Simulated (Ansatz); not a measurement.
This Ansatz (an electronic-structure program) input (PBE/cc-pVDZ) gives -238.07413 Eh with 47 basis functions. A basis named .json is the Basis Set Exchange file of that set (core-valence sets with the plain set on hydrogen).

Ansatz 0.2 input:
```yaml
crystal:
  periodic: [false, false, false]
  atoms:
    - {symbol: C, position_ang: [-0.14705728, -0.01302798, 0.65292698]}
    - {symbol: F, position_ang: [0.01653730, 1.14223575, -0.25159314]}
    - {symbol: F, position_ang: [-0.01718667, -1.12927050, -0.30451251]}
    - {symbol: H, position_ang: [0.88818797, -0.03851944, 1.08738899]}
basis:
  gaussian:
    orbitals: cc-pVDZ
hamiltonian:
  xc: {name: PBE}
total_charge: -1
magnetization: {spin_polarized: false}
```

Change:
```diff
- orbitals: cc-pVDZ
+ orbitals: def2-SV_P_.json
```

Task: What does the run give now?

Result: -237.87989 Eh (PBE/def2-SV(P), 44 functions), a change of +194.24 mEh.
